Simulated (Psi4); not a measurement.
**C3H3ClO (acryloyl chloride): entropy by statistical mechanics**

A singlet with charge 0, relaxed at PBE0-D4/def2-TZVP (density fitting) (Psi4 1.11):

```xyz
8

C     0.0442   -0.7464    1.0673
C     0.4361    0.1707    0.1909
C    -0.3648    0.4151   -1.0211
O    -1.3687   -0.1236   -1.3423
Cl    0.3533    1.6864   -2.0475
H    -0.8613   -1.3187    0.9001
H     0.6158   -0.9444    1.9657
H     1.3328    0.7617    0.3220
```

Harmonic wavenumbers in cm⁻¹: 83, 252, 393, 460, 482, 722, 773, 1000, 1023, 1025, 1093, 1318, 1427, 1691, 1871, 3169, 3230, 3267.

Masses in u: C 12.011, O 15.999, Cl 35.45, H 1.008. Take T = 298.15 K, p = 1 bar, R = 8.3145 J/(mol K), kT/hc = 207.22 cm⁻¹, rigid rotor and harmonic oscillator.

Task: Work out S° at 298 K.

Result: 
1. Translation (Sackur–Tetrode): S = R[3/2 ln M + 5/2 ln T − 1.1517] with M = 90.506 gives 165.0 J/(mol K).
2. Rotation: principal moments 54.724, 190.072, 244.796 u Å² give A, B, C = 0.308, 0.0887, 0.0689 cm⁻¹; the symmetry number is σ = 1; q = (√π/σ)√((kT/hc)³/ABC) = 121864; S = R(ln q + 3/2) = 109.8.
3. Vibration: with u = ν̃/207.22, each mode gives R[u/(eᵘ − 1) − ln(1 − e⁻ᵘ)]; the sum is 37.2, most from 83 cm⁻¹ (16.0), 252 cm⁻¹ (7.2), 393 cm⁻¹ (4.1).
4. Spin: R ln 1 = 0.0.
5. Sum: 165.0 + 109.8 + 37.2 + 0.0 = 312.0 J/(mol K).

No measured value is set beside it here. Where a soft mode is a torsion, a harmonic oscillator describes it poorly.
